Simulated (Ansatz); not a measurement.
```yaml
crystal:
  periodic: [false, false, false]
  atoms:
    - {symbol: C, position_ang: [1.530410, 0.134472, 1.581915]}
    - {symbol: C, position_ang: [0.709685, 0.492062, 0.360863]}
    - {symbol: C, position_ang: [0.347149, -0.694372, -0.519453]}
    - {symbol: C, position_ang: [-0.832558, -0.270582, -1.375559]}
    - {symbol: C, position_ang: [-1.854482, 0.333195, -0.423668]}
    - {symbol: S, position_ang: [-0.895328, 1.243930, 0.826729]}
    - {symbol: H, position_ang: [2.490171, -0.296283, 1.280419]}
    - {symbol: H, position_ang: [1.000653, -0.592701, 2.201436]}
    - {symbol: H, position_ang: [1.738475, 1.012833, 2.196220]}
    - {symbol: H, position_ang: [1.253068, 1.230927, -0.236628]}
    - {symbol: H, position_ang: [1.206231, -1.009513, -1.119251]}
    - {symbol: H, position_ang: [0.060196, -1.538702, 0.117561]}
    - {symbol: H, position_ang: [-0.510563, 0.485510, -2.098191]}
    - {symbol: H, position_ang: [-1.260425, -1.104935, -1.937982]}
    - {symbol: H, position_ang: [-2.442614, -0.444359, 0.068712]}
    - {symbol: H, position_ang: [-2.540067, 1.018529, -0.923123]}
basis:
  gaussian: {orbitals: x2c-TZVPPall, fitting: {mean_field: def2-universal-jkfit}}
hamiltonian: {xc: {name: HF}}
correlation: {method: mp2, frozen_orbitals: {C: 0}}
scf: {lower_state_search: light}
output: {forces: true}
```

```sh
$ ansatz run in.yaml --threads 2 --pin off --events-out ev --progress --plain --max-ram 22528MiB --backend cuda --devices 0, --max-vram 18GiB
```

(1) How does Ansatz answer? (Estimate.)

## Answers

(1) Ansatz gave: The input was rejected before any iteration.
```
Functional definition: HF
Error: "frozen_orbitals" has no count for S
```
